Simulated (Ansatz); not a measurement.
A nudged elastic band was laid between two geometries of BClH₄O (7 atoms, charge 0, multiplicity 1).

Method: RKS r2SCAN/def2-SVP (Ansatz).

```
movable images  : 3
climbing image  : no
spring          : 5.0 eV/Å²
optimiser       : quadratic models (default)
start path      : through a guess of the saddle point
force threshold : 0.05 eV/Å
iteration limit : 60
end points      : relaxed
```

Initial state:

```xyz
7
Properties=species:S:1:pos:R:3
B 0.023 -0.013 0.126
H 0.156 0.644 1.132
H 0.926 -0.044 -0.677
Cl -1.650 0.154 -0.649
O -0.001 -1.576 0.710
H -0.213 -2.148 -0.049
H -0.778 -1.639 1.293
```

Final state:

```xyz
7
Properties=species:S:1:pos:R:3
B 0.132 -0.574 -0.650
H -0.734 0.188 2.284
H 1.121 0.102 -0.721
Cl -1.458 0.166 -0.940
O 0.241 -1.878 -0.359
H -0.610 -2.338 -0.321
H -0.231 -0.288 2.594
```

Q: Which bonds break or form, and what moves?

A: Bonds broken: B1–H2, O5–H7. Bonds formed: H2–H7. BClH4O becomes BClH2O + H2.

Q: Give the energies along the band, and the barrier.

A: The run converged. The highest image is number 2 of 0 to 4, 54.4 kJ/mol above the first end and 127.8 kJ/mol above the last; the last end lies 73.4 kJ/mol below the first. Neighbouring images differ by up to 1.2 eV, so the band resolves the path poorly. No image climbed, so the highest image needn't sit at the top of the path. A band with more images between the same ends climbed to 0.99 eV, so this one has probably stepped over the top. So few images can step over the top or miss a turn of the path. The orbitals stay closed-shell, which can raise the energy where a bond breaks towards radicals; this wasn't checked here.

| image | path coordinate (Å) | energy (kJ/mol) | B1–H2 (Å) | O5–H7 (Å) | H2–H7 (Å) |
| --- | --- | --- | --- | --- | --- |
| 0 | 0.00 | 0.0 | 1.21 | 0.97 | 2.47 |
| 1 | 1.01 | 10.2 | 1.22 | 0.97 | 1.95 |
| 2 | 2.02 | 54.4 | 1.52 | 1.62 | 0.86 |
| 3 | 3.02 | -64.9 | 2.49 | 2.46 | 0.76 |
| 4 | 4.03 | -73.4 | 3.15 | 3.39 | 0.76 |

Q: What is the geometry of the highest image?

A: 
```xyz
7
Properties=species:S:1:pos:R:3
B -0.012 -0.387 -0.048
H -0.156 0.126 1.373
H 0.967 0.246 -0.356
Cl -1.575 0.109 -0.810
O 0.134 -1.791 0.207
H -0.742 -2.187 0.118
H -0.154 -0.737 1.403
```

Run time: 2.5 min on 1 thread of Arm Neoverse N1 (shared host), peak memory 0.12 GiB.
